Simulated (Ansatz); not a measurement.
Two shapes of singlet BH3.

Shape 1:

```xyz
4

B    -0.0327   -0.0105    0.0363
H     1.2172    0.0195   -0.0448
H    -0.5711    1.0270   -0.0339
H    -0.6064   -1.0033   -0.0276
```

Shape 2:

```xyz
4

B     0.0000    0.0000    0.0000
H     1.3031    0.0000    0.0000
H    -0.6515    1.1285    0.0000
H    -0.6515   -1.1285    0.0000
```

Basis set: cc-pVTZ (spherical functions). Frozen core: 1 orbital. Charge 0, multiplicity 1.

Computed with Ansatz (development build ahead of 0.2.0); each method stands on the lowest determinant of its kind that the runs found.

**Question.** Which shape is lower in energy, and by how much in each method?

**Answer.**

```json
{"method": "RHF", "E(2) − E(1) (eV)": "0.324"}
{"method": "RHF-MP2", "E(2) − E(1) (eV)": "0.320"}
```

Shape 1 is lower.
